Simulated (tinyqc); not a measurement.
Worked calculation: RHF in the sto-6g basis, for H2O, spin multiplicity 1. One step of it, computed by the program tinyqc.

Question. Iteration 2: building the Fock matrix. J_ij = sum D_kl (ij|kl), K_ij = sum D_kl (ik|jl); F = H + J - 0.5 K; E = tr D H + tr D J / 2 - 0.25 tr D K + E_nn.

D after iteration 1, lower triangle:
```
            1O 1s      1O 2s    1O 2px     1O 2py    1O 2pz      2H 1s     3H 1s
1O 1s    2.102220
1O 2s   -0.434702   1.896327
1O 2px   0.000000   0.000000  2.000000
1O 2py  -0.000813   0.007881  0.000000   0.977481
1O 2pz   0.088771  -0.531130  0.000000   0.000956  1.394418
2H 1s   -0.030236   0.040259  0.000000   0.507021  0.438009   0.424598
3H 1s   -0.030929   0.036510  0.000000  -0.504491  0.435434  -0.100114  0.421911
```

core Hamiltonian H = T + V (hartree), lower triangle:
```
             1O 1s      1O 2s     1O 2px     1O 2py     1O 2pz      2H 1s      3H 1s
1O 1s   -32.946887
1O 2s    -7.282095  -9.165363
1O 2px    0.000000   0.000000  -7.407456
1O 2py    0.000530   0.005287   0.000000  -7.545445
1O 2pz   -0.015964  -0.182236   0.000000   0.002735  -7.475890
2H 1s    -1.406598  -3.155006   0.000000  -1.849437  -1.352778  -4.696941
3H 1s    -1.488020  -3.287508   0.000000   1.909515  -1.395915  -1.170713  -4.779296
```

Two-electron integrals (ij|kl) in chemists' order, unique and non-zero (hartree):
```
(11|11) 4.787491    (21|11) 0.675884    (21|21) 0.121505    (22|11) 1.117379
(22|21) 0.249212    (22|22) 0.817383    (31|31) 0.025762    (32|31) 0.039145
(32|32) 0.180664    (33|11) 1.117381    (33|21) 0.249212    (33|22) 0.817382
(33|33) 0.880663    (41|41) 0.025762    (42|41) 0.039145    (42|42) 0.180664
(43|43) 0.047461    (44|11) 1.117381    (44|21) 0.249212    (44|22) 0.817382
(44|33) 0.785741    (44|44) 0.880663    (51|51) 0.025762    (52|51) 0.039145
(52|52) 0.180664    (53|53) 0.047461    (54|54) 0.047461    (55|11) 1.117381
(55|21) 0.249212    (55|22) 0.817382    (55|33) 0.785741    (55|44) 0.785741
(55|55) 0.880663    (61|11) 0.138197    (61|21) 0.023816    (61|22) 0.047791
(61|33) 0.047689    (61|41) 0.000954    (61|42) 0.001864    (61|44) 0.047894
(61|51) 0.000671    (61|52) 0.001313    (61|54) 0.000145    (61|55) 0.047790
(61|61) 0.004758    (62|11) 0.340686    (62|21) 0.077071    (62|22) 0.280477
(62|33) 0.275785    (62|41) 0.005052    (62|42) 0.037520    (62|44) 0.285195
(62|51) 0.003557    (62|52) 0.026420    (62|54) 0.006626    (62|55) 0.280451
(62|61) 0.015193    (62|62) 0.120502    (63|31) 0.008500    (63|32) 0.048056
(63|43) 0.007713    (63|53) 0.005431    (63|63) 0.016897    (64|11) 0.202984
(64|21) 0.046565    (64|22) 0.180736    (64|33) 0.172634    (64|41) 0.011161
(64|42) 0.070795    (64|44) 0.193997    (64|51) 0.001874    (64|52) 0.016012
(64|54) 0.009612    (64|55) 0.175578    (64|61) 0.009592    (64|62) 0.094405
(64|64) 0.090031    (65|11) 0.142936    (65|21) 0.032790    (65|22) 0.127270
(65|33) 0.121565    (65|41) 0.001874    (65|42) 0.016012    (65|44) 0.125745
(65|51) 0.009819    (65|52) 0.059332    (65|54) 0.010657    (65|55) 0.134500
(65|61) 0.006754    (65|62) 0.066478    (65|64) 0.051499    (65|65) 0.053162
(66|11) 0.489010    (66|21) 0.112685    (66|22) 0.469506    (66|33) 0.450906
(66|41) 0.009445    (66|42) 0.096322    (66|44) 0.488208    (66|51) 0.006651
(66|52) 0.067828    (66|54) 0.026267    (66|55) 0.469402    (66|61) 0.022434
(66|62) 0.257452    (66|64) 0.230166    (66|65) 0.162078    (66|66) 0.774999
(71|11) 0.146256    (71|21) 0.025201    (71|22) 0.050559    (71|33) 0.050450
(71|41) -0.001008   (71|42) -0.001969   (71|44) 0.050668    (71|51) 0.000710
(71|52) 0.001387    (71|54) -0.000154   (71|55) 0.050558    (71|61) 0.004954
(71|62) 0.015495    (71|64) 0.008928    (71|65) 0.006890    (71|66) 0.022582
(71|71) 0.005328    (72|11) 0.355737    (72|21) 0.080452    (72|22) 0.292187
(72|33) 0.287332    (72|41) -0.005266   (72|42) -0.038880   (72|44) 0.297068
(72|51) 0.003709    (72|52) 0.027382    (72|54) -0.006857   (72|55) 0.292161
(72|61) 0.015289    (72|62) 0.099649    (72|64) 0.054227    (72|65) 0.053305
(72|66) 0.171676    (72|71) 0.016776    (72|72) 0.129986    (73|31) 0.008935
(73|32) 0.050308    (73|43) -0.008018   (73|53) 0.005647    (73|63) 0.013526
(73|73) 0.018374    (74|11) -0.210074   (74|21) -0.048184   (74|22) -0.186650
(74|33) -0.178245   (74|41) 0.011698    (74|42) 0.073757    (74|44) -0.200417
(74|51) -0.001946   (74|52) -0.016515   (74|54) 0.009968    (74|55) -0.181288
(74|61) -0.008725   (74|62) -0.053544   (74|64) -0.016209   (74|65) -0.028051
(74|66) -0.083023   (74|71) -0.010506   (74|72) -0.100963   (74|74) 0.095947
(75|11) 0.147950    (75|21) 0.033935    (75|22) 0.131453    (75|33) 0.125534
(75|41) -0.001946   (75|42) -0.016515   (75|44) 0.129854    (75|51) 0.010305
(75|52) 0.061939    (75|54) -0.011061   (75|55) 0.138971    (75|61) 0.006745
(75|62) 0.052990    (75|64) 0.028204    (75|65) 0.041404    (75|66) 0.099575
(75|71) 0.007399    (75|72) 0.071105    (75|74) -0.054633   (75|75) 0.056851
(76|11) 0.116732    (76|21) 0.026651    (76|22) 0.104451    (76|33) 0.102195
(76|41) 0.000014    (76|42) 0.000157    (76|44) 0.104364    (76|51) 0.001971
(76|52) 0.017083    (76|54) 0.000038    (76|55) 0.106793    (76|61) 0.005189
(76|62) 0.043921    (76|64) 0.029892    (76|65) 0.027240    (76|66) 0.095973
(76|71) 0.005487    (76|72) 0.045416    (76|74) -0.030479   (76|75) 0.027973
(76|76) 0.019567    (77|11) 0.499247    (77|21) 0.115009    (77|22) 0.477728
(77|33) 0.458674    (77|41) -0.009764   (77|42) -0.098541   (77|44) 0.496883
(77|51) 0.006876    (77|52) 0.069400    (77|54) -0.026910   (77|55) 0.477626
(77|61) 0.021784    (77|62) 0.167567    (77|64) 0.082009    (77|65) 0.097844
(77|66) 0.307470    (77|71) 0.024231    (77|72) 0.269350    (77|74) -0.238853
(77|75) 0.168218    (77|76) 0.095973    (77|77) 0.774999
```

nuclear repulsion = 8.43669249 hartree

Give: Coulomb J; exchange K; Fock matrix F; total energy of this density.

Answer.

Coulomb J (hartree), lower triangle:
```
          1O 1s    1O 2s  1O 2px   1O 2py  1O 2pz   2H 1s   3H 1s
1O 1s   17.5835
1O 2s    3.1316   8.2713
1O 2px   0.0000   0.0000  8.2798
1O 2py   0.0000  -0.0007  0.0000   8.2671
1O 2pz  -0.0098   0.0125  0.0000  -0.0007  8.2670
2H 1s    0.6178   2.8161  0.0000   1.8072  1.2821  4.8006
3H 1s    0.6537   2.9338  0.0000  -1.8663  1.3241  1.0506  4.8755
```

exchange K (hartree), lower triangle:
```
          1O 1s    1O 2s  1O 2px   1O 2py  1O 2pz   2H 1s   3H 1s
1O 1s    9.8126
1O 2s    1.5350   2.6232
1O 2px   0.0000   0.0000  2.2809
1O 2py  -0.0001  -0.0011  0.0000   1.8923
1O 2pz   0.0005  -0.1209  0.0000  -0.0044  2.0392
2H 1s    0.3254   0.9905  0.0000   0.6473  0.4760  1.0627
3H 1s    0.3438   1.0277  0.0000  -0.6603  0.4848  0.3204  1.0957
```

Fock matrix F (hartree), lower triangle:
```
           1O 1s    1O 2s   1O 2px   1O 2py   1O 2pz    2H 1s    3H 1s
1O 1s   -20.2697
1O 2s    -4.9180  -2.2057
1O 2px    0.0000   0.0000  -0.2681
1O 2py    0.0005   0.0051   0.0000  -0.2245
1O 2pz   -0.0260  -0.1093   0.0000   0.0042  -0.2285
2H 1s    -0.9515  -0.8342   0.0000  -0.3658  -0.3087  -0.4277
3H 1s    -1.0063  -0.8675   0.0000   0.3733  -0.3142  -0.2803  -0.4517
```

total energy of this density = -75.628677 hartree
